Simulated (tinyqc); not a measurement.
Inside a calculation (part 1 of 2). Method: UHF in the sto-3g basis, for OH+, spin multiplicity 3. Computed by tinyqc, a small Python program that keeps every step (integrals from PySCF). Settings: charge = 1, multiplicity = 3, basis = sto-3g, energy threshold = 1e-09, iteration cap = 86, orthogonalisation = symmetric, start = atomic densities, DIIS depth = 0, method = UHF. Command: `OMP_NUM_THREADS=1 python tinyqc.py 24938 24939 out.jsonl` (the two numbers bound the seeds that draw the settings). One thread of a shared host (Intel(R) Xeon(R) Processor @ 2.60GHz), about 0.1 s of CPU time with the checks. Later iterations appear only in the table of the cycle.

## One-electron integrals

Geometry (angstrom):
```
atom       x       y       z
O     0.0000  0.0000  0.0000
H     0.0000  0.0000  1.0460
```

Basis sto-3g: exponents (1/bohr^2) and contraction coefficients of normalised primitives:
```
element  l (shell)  exponent  coefficient
O            s (1)  130.7093       0.1543
O            s (1)   23.8089       0.5353
O            s (1)    6.4436       0.4446
O            s (2)    5.0332      -0.1000
O            s (2)    1.1696       0.3995
O            s (2)    0.3804       0.7001
O            p (3)    5.0332       0.1559
O            p (3)    1.1696       0.6077
O            p (3)    0.3804       0.3920
H            s (1)    3.4253       0.1543
H            s (1)    0.6239       0.5353
H            s (1)    0.1689       0.4446
```

Overlap, kinetic and nuclear-attraction integrals over the contracted functions; the nuclear repulsion is the sum of Za Zb / Rab.

nuclear repulsion = 4.047244 hartree

overlap S, order 1O 1s, 1O 2s, 1O 2px, 1O 2py, 1O 2pz, 2H 1s:
```
[[1.0000, 0.2367, 0.0000, 0.0000, 0.0000, 0.0437],
 [0.2367, 1.0000, 0.0000, 0.0000, 0.0000, 0.4184],
 [0.0000, 0.0000, 1.0000, 0.0000, 0.0000, 0.0000],
 [0.0000, 0.0000, 0.0000, 1.0000, 0.0000, 0.0000],
 [0.0000, 0.0000, 0.0000, 0.0000, 1.0000, 0.3612],
 [0.0437, 0.4184, 0.0000, 0.0000, 0.3612, 1.0000]]
```

kinetic energy T (hartree), order 1O 1s, 1O 2s, 1O 2px, 1O 2py, 1O 2pz, 2H 1s:
```
[[29.0032, -0.1680, 0.0000, 0.0000, 0.0000, -0.0071],
 [-0.1680, 0.8081, 0.0000, 0.0000, 0.0000, 0.0901],
 [0.0000, 0.0000, 2.5287, 0.0000, 0.0000, 0.0000],
 [0.0000, 0.0000, 0.0000, 2.5287, 0.0000, 0.0000],
 [0.0000, 0.0000, 0.0000, 0.0000, 2.5287, 0.2206],
 [-0.0071, 0.0901, 0.0000, 0.0000, 0.2206, 0.7600]]
```

nuclear attraction V (hartree), order 1O 1s, 1O 2s, 1O 2px, 1O 2py, 1O 2pz, 2H 1s:
```
[[-61.1244, -7.3028, 0.0000, 0.0000, -0.0130, -1.3834],
 [-7.3028, -9.5540, 0.0000, 0.0000, -0.1571, -3.1143],
 [0.0000, 0.0000, -9.4473, 0.0000, 0.0000, 0.0000],
 [0.0000, 0.0000, 0.0000, -9.4473, 0.0000, 0.0000],
 [-0.0130, -0.1571, 0.0000, 0.0000, -9.5490, -2.4173],
 [-1.3834, -3.1143, 0.0000, 0.0000, -2.4173, -5.1701]]
```

core Hamiltonian H = T + V (hartree), order 1O 1s, 1O 2s, 1O 2px, 1O 2py, 1O 2pz, 2H 1s:
```
[[-32.1212, -7.4708, 0.0000, 0.0000, -0.0130, -1.3905],
 [-7.4708, -8.7459, 0.0000, 0.0000, -0.1571, -3.0242],
 [0.0000, 0.0000, -6.9185, 0.0000, 0.0000, 0.0000],
 [0.0000, 0.0000, 0.0000, -6.9185, 0.0000, 0.0000],
 [-0.0130, -0.1571, 0.0000, 0.0000, -7.0203, -2.1967],
 [-1.3905, -3.0242, 0.0000, 0.0000, -2.1967, -4.4100]]
```

## Two-electron integrals

Functions are numbered as in S; the eight-fold symmetry (ij|kl) = (ji|kl) = (kl|ij) leaves the list below.

Two-electron integrals (ij|kl) in chemists' order, unique and non-zero (hartree):
```
(11|11) 4.7851   (21|11) 0.7414   (21|21) 0.1369   (22|11) 1.1189
(22|21) 0.2566   (22|22) 0.8172   (31|31) 0.0245   (32|31) 0.0378
(32|32) 0.1805   (33|11) 1.1158   (33|21) 0.2567   (33|22) 0.8170
(33|33) 0.8802   (41|41) 0.0245   (42|41) 0.0378   (42|42) 0.1805
(43|43) 0.0474   (44|11) 1.1158   (44|21) 0.2567   (44|22) 0.8170
(44|33) 0.7853   (44|44) 0.8802   (51|51) 0.0245   (52|51) 0.0378
(52|52) 0.1805   (53|53) 0.0474   (54|54) 0.0474   (55|11) 1.1158
(55|21) 0.2567   (55|22) 0.8170   (55|33) 0.7853   (55|44) 0.7853
(55|55) 0.8802   (61|11) 0.1387   (61|21) 0.0254   (61|22) 0.0473
(61|33) 0.0472   (61|44) 0.0472   (61|51) 0.0012   (61|52) 0.0022
(61|55) 0.0475   (61|61) 0.0048   (62|11) 0.3454   (62|21) 0.0802
(62|22) 0.2839   (62|33) 0.2790   (62|44) 0.2790   (62|51) 0.0060
(62|52) 0.0465   (62|55) 0.2934   (62|61) 0.0152   (62|62) 0.1232
(63|31) 0.0083   (63|32) 0.0487   (63|53) 0.0096   (63|63) 0.0173
(64|41) 0.0083   (64|42) 0.0487   (64|54) 0.0096   (64|64) 0.0173
(65|11) 0.2521   (65|21) 0.0593   (65|22) 0.2241   (65|33) 0.2139
(65|44) 0.2139   (65|51) 0.0122   (65|52) 0.0833   (65|55) 0.2440
(65|61) 0.0117   (65|62) 0.1181   (65|65) 0.1293   (66|11) 0.4924
(66|21) 0.1163   (66|22) 0.4724   (66|33) 0.4534   (66|44) 0.4534
(66|51) 0.0111   (66|52) 0.1188   (66|55) 0.5097   (66|61) 0.0222
(66|62) 0.2608   (66|65) 0.2854   (66|66) 0.7746
```

## Orthogonalisation

S = U s U^T; symmetric (Loewdin) form X = U s^(-1/2) U^T, so that X^T S X = 1.

eigenvalues of S: [0.4291, 0.8395, 1.0000, 1.0000, 1.1334, 1.5979]

X, order 1O 1s, 1O 2s, 1O 2px, 1O 2py, 1O 2pz, 2H 1s:
```
[[1.0230, -0.1316, 0.0000, 0.0000, -0.0075, 0.0220],
 [-0.1316, 1.1113, 0.0000, 0.0000, 0.0755, -0.2677],
 [0.0000, 0.0000, 1.0000, 0.0000, 0.0000, 0.0000],
 [0.0000, 0.0000, 0.0000, 1.0000, 0.0000, 0.0000],
 [-0.0075, 0.0755, 0.0000, 0.0000, 1.0637, -0.2268],
 [0.0220, -0.2677, 0.0000, 0.0000, -0.2268, 1.1503]]
```

## Starting guess

The start is atomic minimal-basis densities projected into this basis (PySCF's MINAO start) and scaled to the electron count of each spin; this density is not idempotent, so its energy is not variational and may lie below the converged one.

D(alpha) at the start, order 1O 1s, 1O 2s, 1O 2px, 1O 2py, 1O 2pz, 2H 1s:
```
[[1.1937, -0.2770, 0.0000, 0.0000, 0.0080, -0.0107],
 [-0.2770, 1.1760, 0.0000, 0.0000, -0.0406, 0.0346],
 [0.0000, 0.0000, 0.7279, 0.0000, 0.0000, 0.0000],
 [0.0000, 0.0000, 0.0000, 0.7279, 0.0000, 0.0000],
 [0.0080, -0.0406, 0.0000, 0.0000, 0.6719, 0.0687],
 [-0.0107, 0.0346, 0.0000, 0.0000, 0.0687, 0.5560]]
```

D(beta) at the start, order 1O 1s, 1O 2s, 1O 2px, 1O 2py, 1O 2pz, 2H 1s:
```
[[0.7162, -0.1662, 0.0000, 0.0000, 0.0048, -0.0064],
 [-0.1662, 0.7056, 0.0000, 0.0000, -0.0244, 0.0208],
 [0.0000, 0.0000, 0.4368, 0.0000, 0.0000, 0.0000],
 [0.0000, 0.0000, 0.0000, 0.4368, 0.0000, 0.0000],
 [0.0048, -0.0244, 0.0000, 0.0000, 0.4031, 0.0412],
 [-0.0064, 0.0208, 0.0000, 0.0000, 0.0412, 0.3336]]
```

## Iteration 1: building the Fock matrix

J_ij = sum D_kl (ij|kl) with D = D(alpha) + D(beta), K_ij = sum D_kl (ik|jl) for each spin; F = H + J - K(s); E = tr D H + tr D J / 2 - 0.5 sum_s tr D(s) K(s) + E_nn.

Coulomb J (hartree), order 1O 1s, 1O 2s, 1O 2px, 1O 2py, 1O 2pz, 2H 1s:
```
[[14.9129, 2.7759, 0.0000, 0.0000, 0.0089, 0.5162],
 [2.7759, 6.7281, 0.0000, 0.0000, 0.1066, 2.3530],
 [0.0000, 0.0000, 6.7045, 0.0000, 0.0000, 0.0000],
 [0.0000, 0.0000, 0.0000, 6.7045, 0.0000, 0.0000],
 [0.0089, 0.1066, 0.0000, 0.0000, 6.7542, 1.8957],
 [0.5162, 2.3530, 0.0000, 0.0000, 1.8957, 4.0953]]
```

exchange K(alpha) (hartree), order 1O 1s, 1O 2s, 1O 2px, 1O 2py, 1O 2pz, 2H 1s:
```
[[5.5157, 0.9288, 0.0000, 0.0000, 0.0072, 0.1900],
 [0.9288, 1.4592, 0.0000, 0.0000, 0.0621, 0.6256],
 [0.0000, 0.0000, 0.9418, 0.0000, 0.0000, 0.0000],
 [0.0000, 0.0000, 0.0000, 0.9418, 0.0000, 0.0000],
 [0.0072, 0.0621, 0.0000, 0.0000, 0.9920, 0.4275],
 [0.1900, 0.6256, 0.0000, 0.0000, 0.4275, 0.7324]]
```

exchange K(beta) (hartree), order 1O 1s, 1O 2s, 1O 2px, 1O 2py, 1O 2pz, 2H 1s:
```
[[3.3094, 0.5573, 0.0000, 0.0000, 0.0043, 0.1140],
 [0.5573, 0.8755, 0.0000, 0.0000, 0.0373, 0.3754],
 [0.0000, 0.0000, 0.5651, 0.0000, 0.0000, 0.0000],
 [0.0000, 0.0000, 0.0000, 0.5651, 0.0000, 0.0000],
 [0.0043, 0.0373, 0.0000, 0.0000, 0.5952, 0.2565],
 [0.1140, 0.3754, 0.0000, 0.0000, 0.2565, 0.4394]]
```

F(alpha) (hartree), order 1O 1s, 1O 2s, 1O 2px, 1O 2py, 1O 2pz, 2H 1s:
```
[[-22.7240, -5.6238, 0.0000, 0.0000, -0.0113, -1.0643],
 [-5.6238, -3.4770, 0.0000, 0.0000, -0.1126, -1.2969],
 [0.0000, 0.0000, -1.1558, 0.0000, 0.0000, 0.0000],
 [0.0000, 0.0000, 0.0000, -1.1558, 0.0000, 0.0000],
 [-0.0113, -0.1126, 0.0000, 0.0000, -1.2580, -0.7285],
 [-1.0643, -1.2969, 0.0000, 0.0000, -0.7285, -1.0471]]
```

F(beta) (hartree), order 1O 1s, 1O 2s, 1O 2px, 1O 2py, 1O 2pz, 2H 1s:
```
[[-20.5177, -5.2523, 0.0000, 0.0000, -0.0084, -0.9883],
 [-5.2523, -2.8934, 0.0000, 0.0000, -0.0877, -1.0466],
 [0.0000, 0.0000, -0.7791, 0.0000, 0.0000, 0.0000],
 [0.0000, 0.0000, 0.0000, -0.7791, 0.0000, 0.0000],
 [-0.0084, -0.0877, 0.0000, 0.0000, -0.8612, -0.5575],
 [-0.9883, -1.0466, 0.0000, 0.0000, -0.5575, -0.7542]]
```

total energy of this density = -69.566433 hartree

This density is the starting one; it is not idempotent, so its energy is not variational and may lie below the converged one.

## Iteration 1: diagonalisation and new density

Diagonalise F' = X^T F X, C = X C', fill 5 alpha and 3 beta electrons from the bottom; D(s) = C_occ C_occ^T. Each column has its largest component positive (the first on a tie).

F' = X^T F X (alpha) (hartree):
```
[[-22.3661, -2.6996, 0.0000, 0.0000, -0.0235, -0.1471],
 [-2.6996, -2.4174, 0.0000, 0.0000, 0.0311, -0.5522],
 [0.0000, 0.0000, -1.1558, 0.0000, 0.0000, 0.0000],
 [0.0000, 0.0000, 0.0000, -1.1558, 0.0000, 0.0000],
 [-0.0235, 0.0311, 0.0000, 0.0000, -1.1177, -0.4419],
 [-0.1471, -0.5522, 0.0000, 0.0000, -0.4419, -0.5328]]
```

orbital energies (alpha) (hartree): [-22.7272, -2.2329, -1.3054, -1.1558, -1.1558, -0.1686]

coefficients C (alpha), order 1O 1s, 1O 2s, 1O 2px, 1O 2py, 1O 2pz, 2H 1s:
```
[[0.9968, -0.2474, 0.0543, 0.0000, 0.0000, 0.0810],
 [0.0137, 0.9776, -0.2731, 0.0000, 0.0000, -0.5470],
 [0.0000, 0.0000, 0.0000, 0.9854, -0.1701, 0.0000],
 [0.0000, 0.0000, 0.0000, 0.1701, 0.9854, 0.0000],
 [0.0014, 0.1028, 0.8621, 0.0000, 0.0000, -0.6595],
 [-0.0024, 0.0904, 0.2761, 0.0000, 0.0000, 1.1672]]
```

F' = X^T F X (beta) (hartree):
```
[[-20.1452, -2.6609, 0.0000, 0.0000, -0.0277, -0.1236],
 [-2.6609, -1.8901, 0.0000, 0.0000, 0.0368, -0.4626],
 [0.0000, 0.0000, -0.7791, 0.0000, 0.0000, 0.0000],
 [0.0000, 0.0000, 0.0000, -0.7791, 0.0000, 0.0000],
 [-0.0277, 0.0368, 0.0000, 0.0000, -0.7375, -0.3783],
 [-0.1236, -0.4626, 0.0000, 0.0000, -0.3783, -0.3227]]
```

orbital energies (beta) (hartree): [-20.5270, -1.6632, -0.9155, -0.7791, -0.7791, 0.0101]

coefficients C (beta), order 1O 1s, 1O 2s, 1O 2px, 1O 2py, 1O 2pz, 2H 1s:
```
[[0.9942, -0.2545, 0.0609, 0.0000, 0.0000, 0.0864],
 [0.0246, 0.9664, -0.2975, 0.0000, 0.0000, -0.5538],
 [0.0000, 0.0000, 0.0000, -0.3522, 0.9359, 0.0000],
 [0.0000, 0.0000, 0.0000, 0.9359, 0.3522, 0.0000],
 [0.0025, 0.0970, 0.8391, 0.0000, 0.0000, -0.6893],
 [-0.0057, 0.1118, 0.3138, 0.0000, 0.0000, 1.1557]]
```

D(alpha) after iteration 1, order 1O 1s, 1O 2s, 1O 2px, 1O 2py, 1O 2pz, 2H 1s:
```
[[1.0578, -0.2431, 0.0000, 0.0000, 0.0228, -0.0098],
 [-0.2431, 1.0305, 0.0000, 0.0000, -0.1349, 0.0130],
 [0.0000, 0.0000, 1.0000, 0.0000, 0.0000, 0.0000],
 [0.0000, 0.0000, 0.0000, 1.0000, 0.0000, 0.0000],
 [0.0228, -0.1349, 0.0000, 0.0000, 0.7537, 0.2473],
 [-0.0098, 0.0130, 0.0000, 0.0000, 0.2473, 0.0844]]
```

D(beta) after iteration 1, order 1O 1s, 1O 2s, 1O 2px, 1O 2py, 1O 2pz, 2H 1s:
```
[[1.0569, -0.2396, 0.0000, 0.0000, 0.0289, -0.0150],
 [-0.2396, 1.0231, 0.0000, 0.0000, -0.1558, 0.0146],
 [0.0000, 0.0000, 0.0000, 0.0000, 0.0000, 0.0000],
 [0.0000, 0.0000, 0.0000, 0.0000, 0.0000, 0.0000],
 [0.0289, -0.1558, 0.0000, 0.0000, 0.7136, 0.2741],
 [-0.0150, 0.0146, 0.0000, 0.0000, 0.2741, 0.1110]]
```

Within a degenerate level the vectors are fixed only up to a rotation; this is one choice.

## Iteration 2: building the Fock matrix

As before.

Coulomb J (hartree), order 1O 1s, 1O 2s, 1O 2px, 1O 2py, 1O 2pz, 2H 1s:
```
[[15.9410, 2.9404, 0.0000, 0.0000, -0.0043, 0.5462],
 [2.9404, 6.9688, 0.0000, 0.0000, 0.0115, 2.3780],
 [0.0000, 0.0000, 6.9320, 0.0000, 0.0000, 0.0000],
 [0.0000, 0.0000, 0.0000, 6.9320, 0.0000, 0.0000],
 [-0.0043, 0.0115, 0.0000, 0.0000, 7.0195, 1.8713],
 [0.5462, 2.3780, 0.0000, 0.0000, 1.8713, 3.9483]]
```

exchange K(alpha) (hartree), order 1O 1s, 1O 2s, 1O 2px, 1O 2py, 1O 2pz, 2H 1s:
```
[[4.9084, 0.8489, 0.0000, 0.0000, 0.0004, 0.1664],
 [0.8489, 1.3985, 0.0000, 0.0000, -0.0218, 0.5005],
 [0.0000, 0.0000, 1.1642, 0.0000, 0.0000, 0.0000],
 [0.0000, 0.0000, 0.0000, 1.1642, 0.0000, 0.0000],
 [0.0004, -0.0218, 0.0000, 0.0000, 1.0854, 0.3859],
 [0.1664, 0.5005, 0.0000, 0.0000, 0.3859, 0.4383]]
```

exchange K(beta) (hartree), order 1O 1s, 1O 2s, 1O 2px, 1O 2py, 1O 2pz, 2H 1s:
```
[[4.8572, 0.7724, 0.0000, 0.0000, 0.0018, 0.1489],
 [0.7724, 1.0316, 0.0000, 0.0000, -0.0276, 0.4064],
 [0.0000, 0.0000, 0.2347, 0.0000, 0.0000, 0.0000],
 [0.0000, 0.0000, 0.0000, 0.2347, 0.0000, 0.0000],
 [0.0018, -0.0276, 0.0000, 0.0000, 0.9707, 0.3740],
 [0.1489, 0.4064, 0.0000, 0.0000, 0.3740, 0.4293]]
```

F(alpha) (hartree), order 1O 1s, 1O 2s, 1O 2px, 1O 2py, 1O 2pz, 2H 1s:
```
[[-21.0885, -5.3793, 0.0000, 0.0000, -0.0177, -1.0107],
 [-5.3793, -3.1756, 0.0000, 0.0000, -0.1237, -1.1468],
 [0.0000, 0.0000, -1.1507, 0.0000, 0.0000, 0.0000],
 [0.0000, 0.0000, 0.0000, -1.1507, 0.0000, 0.0000],
 [-0.0177, -0.1237, 0.0000, 0.0000, -1.0861, -0.7112],
 [-1.0107, -1.1468, 0.0000, 0.0000, -0.7112, -0.9001]]
```

F(beta) (hartree), order 1O 1s, 1O 2s, 1O 2px, 1O 2py, 1O 2pz, 2H 1s:
```
[[-21.0373, -5.3029, 0.0000, 0.0000, -0.0191, -0.9932],
 [-5.3029, -2.8088, 0.0000, 0.0000, -0.1179, -1.0527],
 [0.0000, 0.0000, -0.2212, 0.0000, 0.0000, 0.0000],
 [0.0000, 0.0000, 0.0000, -0.2212, 0.0000, 0.0000],
 [-0.0191, -0.1179, 0.0000, 0.0000, -0.9715, -0.6993],
 [-0.9932, -1.0527, 0.0000, 0.0000, -0.6993, -0.8911]]
```

total energy of this density = -74.036471 hartree

## Iteration 2: diagonalisation and new density

As before.

F' = X^T F X (alpha) (hartree):
```
[[-20.7136, -2.6888, 0.0000, 0.0000, -0.0348, -0.1228],
 [-2.6888, -2.1648, 0.0000, 0.0000, 0.0195, -0.4806],
 [0.0000, 0.0000, -1.1507, 0.0000, 0.0000, 0.0000],
 [0.0000, 0.0000, 0.0000, -1.1507, 0.0000, 0.0000],
 [-0.0348, 0.0195, 0.0000, 0.0000, -0.9291, -0.4806],
 [-0.1228, -0.4806, 0.0000, 0.0000, -0.4806, -0.4099]]
```

orbital energies (alpha) (hartree): [-21.0973, -1.9372, -1.1568, -1.1507, -1.1507, -0.0261]

coefficients C (alpha), order 1O 1s, 1O 2s, 1O 2px, 1O 2py, 1O 2pz, 2H 1s:
```
[[0.9944, -0.2543, 0.0687, 0.0000, 0.0000, 0.0784],
 [0.0239, 0.9724, -0.3338, 0.0000, 0.0000, -0.5216],
 [0.0000, 0.0000, 0.0000, -0.3826, 0.9239, 0.0000],
 [0.0000, 0.0000, 0.0000, 0.9239, 0.3826, 0.0000],
 [0.0030, 0.1373, 0.8220, 0.0000, 0.0000, -0.7030],
 [-0.0057, 0.0897, 0.3345, 0.0000, 0.0000, 1.1518]]
```

F' = X^T F X (beta) (hartree):
```
[[-20.6740, -2.6607, 0.0000, 0.0000, -0.0370, -0.1233],
 [-2.6607, -1.7861, 0.0000, 0.0000, 0.0371, -0.4656],
 [0.0000, 0.0000, -0.2212, 0.0000, 0.0000, 0.0000],
 [0.0000, 0.0000, 0.0000, -0.2212, 0.0000, 0.0000],
 [-0.0370, 0.0371, 0.0000, 0.0000, -0.8048, -0.4907],
 [-0.1233, -0.4656, 0.0000, 0.0000, -0.4907, -0.4292]]
```

orbital energies (beta) (hartree): [-21.0434, -1.6172, -1.0518, -0.2212, -0.2212, 0.0182]

coefficients C (beta), order 1O 1s, 1O 2s, 1O 2px, 1O 2py, 1O 2pz, 2H 1s:
```
[[0.9954, -0.2363, 0.0995, 0.0000, 0.0000, 0.0881],
 [0.0196, 0.8956, -0.4638, 0.0000, 0.0000, -0.5586],
 [0.0000, 0.0000, 0.0000, -0.1431, 0.9897, 0.0000],
 [0.0000, 0.0000, 0.0000, 0.9897, 0.1431, 0.0000],
 [0.0027, 0.1912, 0.7757, 0.0000, 0.0000, -0.7419],
 [-0.0048, 0.1939, 0.3603, 0.0000, 0.0000, 1.1310]]
```

D(alpha) after iteration 2, order 1O 1s, 1O 2s, 1O 2px, 1O 2py, 1O 2pz, 2H 1s:
```
[[1.0582, -0.2465, 0.0000, 0.0000, 0.0245, -0.0055],
 [-0.2465, 1.0576, 0.0000, 0.0000, -0.1408, -0.0246],
 [0.0000, 0.0000, 1.0000, 0.0000, 0.0000, 0.0000],
 [0.0000, 0.0000, 0.0000, 1.0000, 0.0000, 0.0000],
 [0.0245, -0.1408, 0.0000, 0.0000, 0.6945, 0.2872],
 [-0.0055, -0.0246, 0.0000, 0.0000, 0.2872, 0.1200]]
```

D(beta) after iteration 2, order 1O 1s, 1O 2s, 1O 2px, 1O 2py, 1O 2pz, 2H 1s:
```
[[1.0566, -0.2382, 0.0000, 0.0000, 0.0347, -0.0148],
 [-0.2382, 1.0177, 0.0000, 0.0000, -0.1885, 0.0064],
 [0.0000, 0.0000, 0.0000, 0.0000, 0.0000, 0.0000],
 [0.0000, 0.0000, 0.0000, 0.0000, 0.0000, 0.0000],
 [0.0347, -0.1885, 0.0000, 0.0000, 0.6383, 0.3166],
 [-0.0148, 0.0064, 0.0000, 0.0000, 0.3166, 0.1674]]
```

Within a degenerate level the vectors are fixed only up to a rotation; this is one choice.

## Iteration 3: building the Fock matrix

As before.

Coulomb J (hartree), order 1O 1s, 1O 2s, 1O 2px, 1O 2py, 1O 2pz, 2H 1s:
```
[[15.8693, 2.9243, 0.0000, 0.0000, -0.0044, 0.5432],
 [2.9243, 6.9306, 0.0000, 0.0000, 0.0186, 2.3732],
 [0.0000, 0.0000, 6.8951, 0.0000, 0.0000, 0.0000],
 [0.0000, 0.0000, 0.0000, 6.8951, 0.0000, 0.0000],
 [-0.0044, 0.0186, 0.0000, 0.0000, 6.9786, 1.8738],
 [0.5432, 2.3732, 0.0000, 0.0000, 1.8738, 3.9752]]
```

exchange K(alpha) (hartree), order 1O 1s, 1O 2s, 1O 2px, 1O 2py, 1O 2pz, 2H 1s:
```
[[4.9071, 0.8472, 0.0000, 0.0000, 0.0021, 0.1655],
 [0.8472, 1.3957, 0.0000, 0.0000, -0.0179, 0.4982],
 [0.0000, 0.0000, 1.1639, 0.0000, 0.0000, 0.0000],
 [0.0000, 0.0000, 0.0000, 1.1639, 0.0000, 0.0000],
 [0.0021, -0.0179, 0.0000, 0.0000, 1.0558, 0.3974],
 [0.1655, 0.4982, 0.0000, 0.0000, 0.3974, 0.4634]]
```

exchange K(beta) (hartree), order 1O 1s, 1O 2s, 1O 2px, 1O 2py, 1O 2pz, 2H 1s:
```
[[4.8552, 0.7699, 0.0000, 0.0000, 0.0016, 0.1485],
 [0.7699, 1.0206, 0.0000, 0.0000, -0.0381, 0.4102],
 [0.0000, 0.0000, 0.2312, 0.0000, 0.0000, 0.0000],
 [0.0000, 0.0000, 0.0000, 0.2312, 0.0000, 0.0000],
 [0.0016, -0.0381, 0.0000, 0.0000, 0.9303, 0.3847],
 [0.1485, 0.4102, 0.0000, 0.0000, 0.3847, 0.4751]]
```

F(alpha) (hartree), order 1O 1s, 1O 2s, 1O 2px, 1O 2py, 1O 2pz, 2H 1s:
```
[[-21.1590, -5.3938, 0.0000, 0.0000, -0.0195, -1.0128],
 [-5.3938, -3.2111, 0.0000, 0.0000, -0.1206, -1.1493],
 [0.0000, 0.0000, -1.1873, 0.0000, 0.0000, 0.0000],
 [0.0000, 0.0000, 0.0000, -1.1873, 0.0000, 0.0000],
 [-0.0195, -0.1206, 0.0000, 0.0000, -1.0974, -0.7203],
 [-1.0128, -1.1493, 0.0000, 0.0000, -0.7203, -0.8983]]
```

F(beta) (hartree), order 1O 1s, 1O 2s, 1O 2px, 1O 2py, 1O 2pz, 2H 1s:
```
[[-21.1071, -5.3165, 0.0000, 0.0000, -0.0189, -0.9958],
 [-5.3165, -2.8359, 0.0000, 0.0000, -0.1004, -1.0612],
 [0.0000, 0.0000, -0.2546, 0.0000, 0.0000, 0.0000],
 [0.0000, 0.0000, 0.0000, -0.2546, 0.0000, 0.0000],
 [-0.0189, -0.1004, 0.0000, 0.0000, -0.9719, -0.7076],
 [-0.9958, -1.0612, 0.0000, 0.0000, -0.7076, -0.9099]]
```

total energy of this density = -74.047073 hartree
